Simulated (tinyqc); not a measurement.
Worked calculation (part 2 of 2): UKS/LDA (VWN5) in the sto-6g basis, for BH2, spin multiplicity 2. Computed by tinyqc, a small Python program that keeps every step (integrals from PySCF). Command: `OMP_NUM_THREADS=1 python tinyqc.py 22680 22681 out.jsonl` (the two numbers bound the seeds that draw the settings). One thread of a shared host (Intel(R) Xeon(R) Processor @ 2.60GHz), about 3 s of CPU time with the checks.

Geometry (angstrom):
```
atom       x        y       z
B     0.0000   0.0000  0.0000
H     0.0000   1.1910  0.4850
H     0.0000  -1.1910  0.4850
```

## Iteration 2: diagonalisation and new density

F(alpha) (hartree), lower triangle:
```
          1B 1s    1B 2s   1B 2px   1B 2py   1B 2pz    2H 1s    3H 1s
1B 1s   -6.6824
1B 2s   -1.9304  -0.9582
1B 2px   0.0000   0.0000  -0.1869
1B 2py   0.0000   0.0000   0.0000  -0.2322
1B 2pz  -0.0043  -0.0117   0.0000   0.0000  -0.2035
2H 1s   -0.4072  -0.3678   0.0000  -0.2065  -0.0866  -0.1431
3H 1s   -0.4072  -0.3678   0.0000   0.2065  -0.0866  -0.0748  -0.1431
```

F(beta) (hartree), lower triangle:
```
          1B 1s    1B 2s   1B 2px   1B 2py   1B 2pz    2H 1s    3H 1s
1B 1s   -6.6600
1B 2s   -1.9183  -0.8976
1B 2px   0.0000   0.0000  -0.1319
1B 2py   0.0000   0.0000   0.0000  -0.1899
1B 2pz  -0.0126  -0.0639   0.0000   0.0000  -0.1188
2H 1s   -0.4052  -0.3567   0.0000  -0.1999  -0.0920  -0.1353
3H 1s   -0.4052  -0.3567   0.0000   0.1999  -0.0920  -0.0734  -0.1353
```

X:
```
              1        2        3       4        5        6       7
1B 1s   -0.3434   0.0000   0.7818  0.0000  -0.5555   0.0000  0.2233
1B 2s    1.1627   0.0000  -0.2577  0.0000  -0.2164   0.0000  0.4854
1B 2px   0.0000   0.0000   0.0000  1.0000   0.0000   0.0000  0.0000
1B 2py   0.0000   1.1282   0.0000  0.0000   0.0000   0.5803  0.0000
1B 2pz   0.4095   0.0000   0.6074  0.0000   0.7279   0.0000  0.1631
2H 1s   -0.7721  -0.8417  -0.2068  0.0000   0.1536   0.3889  0.3590
3H 1s   -0.7721   0.8417  -0.2068  0.0000   0.1536  -0.3889  0.3590
```

Diagonalise F' = X^T F X, C = X C', fill 4 alpha and 3 beta electrons from the bottom; D(s) = C_occ C_occ^T. Each column has its largest component positive (the first on a tie).

F' = X^T F X (alpha) (hartree), lower triangle:
```
         1        2        3        4        5        6        7
1   0.1528
2   0.0000   0.3921
3   0.5881   0.0000  -3.2362
4   0.0000   0.0000   0.0000  -0.1869
5  -0.4202   0.0000   2.6404   0.0000  -2.5330
6   0.0000  -0.0868   0.0000   0.0000   0.0000  -0.2853
7   0.1005   0.0000  -1.7410   0.0000   1.5781   0.0000  -1.4482
```

orbital energies (alpha) (hartree): MO1 -6.6873, MO2 -0.4570, MO3 -0.2963, MO4 -0.2138, MO5 -0.1869, MO6 0.2936, MO7 0.4030

coefficients C (alpha):
```
            MO1      MO2      MO3      MO4     MO5      MO6      MO7
1B 1s    0.9914  -0.2713   0.0000   0.0554  0.0000  -0.1678   0.0000
1B 2s    0.0344   0.8620   0.0000  -0.2449  0.0000   0.9467   0.0000
1B 2px   0.0000   0.0000   0.0000   0.0000  1.0000   0.0000   0.0000
1B 2py   0.0000   0.0000   0.7168   0.0000  0.0000   0.0000   1.0468
1B 2pz   0.0033   0.0461   0.0000   0.9398  0.0000   0.4558   0.0000
2H 1s   -0.0079   0.1689   0.2806   0.1224  0.0000  -0.8648  -0.8837
3H 1s   -0.0079   0.1689  -0.2806   0.1224  0.0000  -0.8648   0.8837
```

F' = X^T F X (beta) (hartree), lower triangle:
```
         1        2        3        4        5        6        7
1   0.1745
2   0.0000   0.4297
3   0.5707   0.0000  -3.1790
4   0.0000   0.0000   0.0000  -0.1319
5  -0.4361   0.0000   2.6871   0.0000  -2.4564
6   0.0000  -0.0640   0.0000   0.0000   0.0000  -0.2631
7   0.1136   0.0000  -1.7544   0.0000   1.5552   0.0000  -1.4272
```

orbital energies (beta) (hartree): MO1 -6.6646, MO2 -0.4208, MO3 -0.2690, MO4 -0.1319, MO5 -0.1084, MO6 0.3057, MO7 0.4356

coefficients C (beta):
```
            MO1      MO2      MO3     MO4      MO5      MO6      MO7
1B 1s    0.9917  -0.2565   0.0000  0.0000   0.0929  -0.1722   0.0000
1B 2s    0.0331   0.8010   0.0000  0.0000  -0.3644   0.9619   0.0000
1B 2px   0.0000   0.0000   0.0000  1.0000   0.0000   0.0000   0.0000
1B 2py   0.0000   0.0000   0.6807  0.0000   0.0000   0.0000   1.0706
1B 2pz   0.0047   0.1847   0.0000  0.0000   0.9265   0.4478   0.0000
2H 1s   -0.0078   0.1975   0.3106  0.0000   0.0850  -0.8633  -0.8737
3H 1s   -0.0078   0.1975  -0.3106  0.0000   0.0850  -0.8633   0.8737
```

D(alpha) after iteration 2, lower triangle:
```
          1B 1s    1B 2s  1B 2px   1B 2py  1B 2pz    2H 1s   3H 1s
1B 1s    1.0595
1B 2s   -0.2133   0.8043
1B 2px   0.0000   0.0000  0.0000
1B 2py   0.0000   0.0000  0.0000   0.5139
1B 2pz   0.0428  -0.1903  0.0000   0.0000  0.8853
2H 1s   -0.0469   0.1154  0.0000   0.2011  0.1228   0.1223
3H 1s   -0.0469   0.1154  0.0000  -0.2011  0.1228  -0.0352  0.1223
```

D(beta) after iteration 2, lower triangle:
```
          1B 1s   1B 2s  1B 2px   1B 2py  1B 2pz    2H 1s   3H 1s
1B 1s    1.0494
1B 2s   -0.1727  0.6426
1B 2px   0.0000  0.0000  0.0000
1B 2py   0.0000  0.0000  0.0000   0.4634
1B 2pz  -0.0427  0.1481  0.0000   0.0000  0.0341
2H 1s   -0.0583  0.1579  0.0000   0.2114  0.0364   0.1355
3H 1s   -0.0583  0.1579  0.0000  -0.2114  0.0364  -0.0574  0.1355
```

## Iteration 48 (converged): orbitals

converged F(alpha) (hartree), lower triangle:
```
          1B 1s    1B 2s   1B 2px   1B 2py   1B 2pz    2H 1s    3H 1s
1B 1s   -6.2802
1B 2s   -1.8434  -0.8028
1B 2px   0.0000   0.0000  -0.0191
1B 2py   0.0000   0.0000   0.0000  -0.0974
1B 2pz  -0.0011  -0.0229   0.0000   0.0000  -0.0399
2H 1s   -0.3890  -0.3400   0.0000  -0.1981  -0.0833  -0.2046
3H 1s   -0.3890  -0.3400   0.0000   0.1981  -0.0833  -0.0699  -0.2046
```

converged F(beta) (hartree), lower triangle:
```
          1B 1s    1B 2s  1B 2px   1B 2py   1B 2pz    2H 1s    3H 1s
1B 1s   -6.2624
1B 2s   -1.8314  -0.7484
1B 2px   0.0000   0.0000  0.0235
1B 2py   0.0000   0.0000  0.0000  -0.0627
1B 2pz  -0.0075  -0.0620  0.0000   0.0000   0.0459
2H 1s   -0.3870  -0.3297  0.0000  -0.1927  -0.0857  -0.1999
3H 1s   -0.3870  -0.3297  0.0000   0.1927  -0.0857  -0.0684  -0.1999
```

As before.

F' = X^T F X (alpha) (hartree), lower triangle:
```
         1       2        3        4        5        6        7
1   0.2043
2   0.0000  0.4375
3   0.5111  0.0000  -2.9605
4   0.0000  0.0000   0.0000  -0.0191
5  -0.3505  0.0000   2.5609   0.0000  -2.3042
6   0.0000  0.0441   0.0000   0.0000   0.0000  -0.2523
7   0.1952  0.0000  -1.6405   0.0000   1.4898   0.0000  -1.3584
```

orbital energies (alpha) (hartree): MO1 -6.2866, MO2 -0.3640, MO3 -0.2551, MO4 -0.0600, MO5 -0.0191, MO6 0.2920, MO7 0.4404

coefficients C (alpha):
```
            MO1      MO2      MO3      MO4     MO5      MO6      MO7
1B 1s    0.9899  -0.2342   0.0000   0.1142  0.0000  -0.1996   0.0000
1B 2s    0.0400   0.6568   0.0000  -0.4704  0.0000   1.0229   0.0000
1B 2px   0.0000   0.0000   0.0000   0.0000  1.0000   0.0000   0.0000
1B 2py   0.0000   0.0000   0.5074   0.0000  0.0000   0.0000   1.1628
1B 2pz   0.0032   0.0873   0.0000   0.8667  0.0000   0.5782   0.0000
2H 1s   -0.0091   0.3230   0.4416   0.1922  0.0000  -0.8063  -0.8153
3H 1s   -0.0091   0.3230  -0.4416   0.1922  0.0000  -0.8063   0.8153
```

F' = X^T F X (beta) (hartree), lower triangle:
```
         1       2        3       4        5        6        7
1   0.2250
2   0.0000  0.4660
3   0.5008  0.0000  -2.9104
4   0.0000  0.0000   0.0000  0.0235
5  -0.3591  0.0000   2.6058  0.0000  -2.2331
6   0.0000  0.0642   0.0000  0.0000   0.0000  -0.2349
7   0.2121  0.0000  -1.6482  0.0000   1.4739   0.0000  -1.3376
```

orbital energies (beta) (hartree): MO1 -6.2683, MO2 -0.3402, MO3 -0.2407, MO4 0.0235, MO5 0.0434, MO6 0.3090, MO7 0.4718

coefficients C (beta):
```
            MO1      MO2      MO3     MO4      MO5      MO6      MO7
1B 1s    0.9904  -0.2199   0.0000  0.0000   0.1354  -0.2003   0.0000
1B 2s    0.0382   0.5981   0.0000  0.0000  -0.5457   1.0216   0.0000
1B 2px   0.0000   0.0000   0.0000  1.0000   0.0000   0.0000   0.0000
1B 2py   0.0000   0.0000   0.4759  0.0000   0.0000   0.0000   1.1761
1B 2pz   0.0043   0.1418   0.0000  0.0000   0.8423   0.6029   0.0000
2H 1s   -0.0088   0.3530   0.4634  0.0000   0.1873  -0.7948  -0.8031
3H 1s   -0.0088   0.3530  -0.4634  0.0000   0.1873  -0.7948   0.8031
```

D(alpha) after iteration 48, lower triangle:
```
          1B 1s    1B 2s  1B 2px   1B 2py  1B 2pz    2H 1s   3H 1s
1B 1s    1.0478
1B 2s   -0.1680   0.6542
1B 2px   0.0000   0.0000  0.0000
1B 2py   0.0000   0.0000  0.0000   0.2574
1B 2pz   0.0817  -0.3502  0.0000   0.0000  0.7588
2H 1s   -0.0627   0.1214  0.0000   0.2241  0.1948   0.3364
3H 1s   -0.0627   0.1214  0.0000  -0.2241  0.1948  -0.0537  0.3364
```

D(beta) after iteration 48, lower triangle:
```
          1B 1s   1B 2s  1B 2px   1B 2py  1B 2pz    2H 1s   3H 1s
1B 1s    1.0292
1B 2s   -0.0936  0.3592
1B 2px   0.0000  0.0000  0.0000
1B 2py   0.0000  0.0000  0.0000   0.2265
1B 2pz  -0.0269  0.0850  0.0000   0.0000  0.0201
2H 1s   -0.0864  0.2108  0.0000   0.2205  0.0500   0.3395
3H 1s   -0.0864  0.2108  0.0000  -0.2205  0.0500  -0.0901  0.3395
```

## Convergence

Stop when the energy changes by less than 1e-09 hartree and every element of the error matrix X^T (F D S - S D F) X (for each spin) is below 9e-06.

Course of the cycle:
```
iteration  E (hartree)     change  largest element of the error matrix
1           -24.135818          -                             4.46e-01
2           -25.196986  -1.06e+00                             2.53e-01
3           -25.333238  -1.36e-01                             2.24e-01
4           -25.405427  -7.22e-02                             1.54e-01
5           -25.439609  -3.42e-02                             1.31e-01
6           -25.461300  -2.17e-02                             9.62e-02
7           -25.473369  -1.21e-02                             8.06e-02
8           -25.481242  -7.87e-03                             6.12e-02
9           -25.485924  -4.68e-03                             5.05e-02
10          -25.488982  -3.06e-03                             3.91e-02
11          -25.490859  -1.88e-03                             3.19e-02
12          -25.492080  -1.22e-03                             2.50e-02
13          -25.492842  -7.62e-04                             2.03e-02
14          -25.493335  -4.93e-04                             1.60e-02
...                ...        ...                                  ...
35          -25.494197  -3.98e-08                             1.46e-04
36          -25.494197  -2.54e-08                             1.16e-04
37          -25.494197  -1.63e-08                             9.30e-05
38          -25.494197  -1.04e-08                             7.43e-05
39          -25.494197  -6.63e-09                             5.94e-05
40          -25.494197  -4.24e-09                             4.75e-05
41          -25.494197  -2.71e-09                             3.79e-05
42          -25.494197  -1.73e-09                             3.03e-05
43          -25.494197  -1.10e-09                             2.42e-05
44          -25.494197  -7.05e-10                             1.94e-05
45          -25.494197  -4.50e-10                             1.55e-05
46          -25.494197  -2.88e-10                             1.24e-05
47          -25.494197  -1.84e-10                             9.89e-06
48          -25.494197  -1.17e-10                             7.90e-06
```

PySCF UKS in the same basis, fine grid, after a stability check = -25.494290 hartree

Converged in 48 iterations. The coarse grid moves the energy by +9.29e-05 hartree.

## Populations, bond orders and dipole

overlap S, lower triangle:
```
         1B 1s   1B 2s  1B 2px   1B 2py  1B 2pz   2H 1s   3H 1s
1B 1s   1.0000
1B 2s   0.2649  1.0000
1B 2px  0.0000  0.0000  1.0000
1B 2py  0.0000  0.0000  0.0000   1.0000
1B 2pz  0.0000  0.0000  0.0000   0.0000  1.0000
2H 1s   0.0557  0.4279  0.0000   0.4210  0.1715  1.0000
3H 1s   0.0557  0.4279  0.0000  -0.4210  0.1715  0.0639  1.0000
```

Mulliken: Z minus the diagonal of D S on the atom; Loewdin: the same with S^(1/2) D S^(1/2); Mayer order: 2 sum_s sum (D(s) S)_ij (D(s) S)_ji over the two atoms.

Charges (e):
```
atom  Mulliken  Loewdin  Mulliken spin
1B      0.0594   0.0625         1.0226
2H     -0.0297  -0.0312        -0.0113
3H     -0.0297  -0.0312        -0.0113
```

Mayer bond orders:
```
pair   order
2-1   0.9859
3-1   0.9859
3-2   0.0131
```

dipole moment about the origin, x y z (debye): 0.0000  0.0000  0.1097

<S^2> of the determinant (pure state: 0.75) = 0.7511
